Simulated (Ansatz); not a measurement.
Input for Ansatz (development build ahead of 0.2.0):

```yaml
crystal:
  periodic: [false, false, false]
  atoms:
    - { symbol: C, position_ang: [0.0, 0.0, 0.0] }
    - { symbol: C, position_ang: [0.0, 0.0, 1.5444] }
basis:
  gaussian: { orbitals: def2-SVP }
total_charge: 1
magnetization:
  initial_magnetization: 3
hamiltonian:
  xc: hf
correlation:
  method: mp2
  frozen_orbitals: { C: 1 }
scf:
  omitted_lower_state_checks: [stability, starts, atomic_configurations, cluster_reference, orbital_swaps, given_window_search, neighbouring_geometries, increment]
```

The input is written out in the form of the current development build from the run's settings. Correlation on restricted open-shell orbitals is semicanonical, with singles.

Output:

```
Converged                                                          : yes
Reference energy                                                   : -74.99069 hartree
Correlation energy                                                 : -0.18860 hartree
Total energy                                                       : -75.17929 hartree
Spin squared of the determinant                                    : 3.750
Occupied orbitals by symmetry in an Abelian subgroup (alpha; beta) : 3 Ag 2 B1u 1 B2u 1 B3u; 2 Ag 2 B1u
```

Messages of the program:
```
mean field -2040.60068542 eV, -74.9906920204 hartree, gradient 5.7e-6 eV, S^2 3.750000; 0 other ends of a descent, 0 dependent functions left out
```

The reference isn't the lowest determinant (another lies 0.51 eV lower), but the same method gives a higher total on the lower determinant.
